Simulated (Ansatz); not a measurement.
Input file:

```yaml
crystal:
  periodic: [false, false, false]
  atoms:
    - {symbol: Al, position_ang: [0.000000, 0.000000, 0.000000]}
    - {symbol: H, position_ang: [0.950024, 0.951316, 0.950557]}
    - {symbol: H, position_ang: [-0.953809, -0.947378, 0.950700]}
    - {symbol: H, position_ang: [-0.947451, 0.949943, -0.954490]}
    - {symbol: H, position_ang: [0.951236, -0.953882, -0.946767]}
basis:
  gaussian: {orbitals: aug-cc-pVTZ}
total_charge: -1
magnetization: {spin_polarized: false, initial_magnetization: 2}
correlation: {method: bccd_t, electrons: outside_noble_gas}
```

```sh
$ ansatz run in.yaml --threads 2 --pin off --events-out ev --progress --plain --max-ram 24576MiB --backend cuda --devices 0, --max-vram 18GiB
```

Log:

```
776 factors; integrals over basis functions are off by at most 1.1e-3 eV
mean field evaluation 1: about -6639.2863 eV, gradient 1.5e1 eV
mean field evaluation 2: about -6639.2892 eV, gradient 1.5e1 eV
mean field evaluation 4: about -6640.9986 eV, gradient 9.8e-1 eV
mean field evaluation 8: about -6641.0039 eV, gradient 4.9e-4 eV
mean field evaluation 16: about -6641.0039 eV, gradient 8.3e-5 eV
mean field evaluation 32: about -6641.0044 eV, gradient 1.3e-1 eV
mean field evaluation 64: about -6641.5055 eV, gradient 5.8e-1 eV
mean field evaluation 96: about -6640.6823 eV, gradient 7.5e-6 eV
mean field evaluation 128: about -6641.0039 eV, gradient 2.9e-6 eV
mean field evaluation 160: about -6641.0806 eV, gradient 1.1e-1 eV
...
cycle   3  -3.66922819 eV  change    1.4e-3 eV  update   1.7e-3
cycle   4  -3.66948951 eV  change   -2.6e-4 eV  update   9.0e-4
cycle   5  -3.66981004 eV  change   -3.2e-4 eV  update   4.5e-4
cycle   6  -3.66990563 eV  change   -9.6e-5 eV  update   2.4e-4
cycle   7  -3.66999575 eV  change   -9.0e-5 eV  update   1.5e-4
cycle   8  -3.67001591 eV  change   -2.0e-5 eV  update   8.4e-5
cycle   9  -3.66999331 eV  change    2.3e-5 eV  update   4.5e-5
cycle  10  -3.66998579 eV  change    7.5e-6 eV  update   2.5e-5
cycle  11  -3.66998313 eV  change    2.7e-6 eV  update   1.3e-5
cycle  12  -3.66998350 eV  change   -3.8e-7 eV  update   5.4e-6
perturbative correction -0.09922499 eV, -0.0036464512 hartree
Total energy: -6645.46849077 eV, -244.2164625755 hartree
```

Ran on 2 threads of AMD EPYC 7R13 with a shared H100 80 GB, shared host: 65 s wall, 0.92 GiB peak host memory.
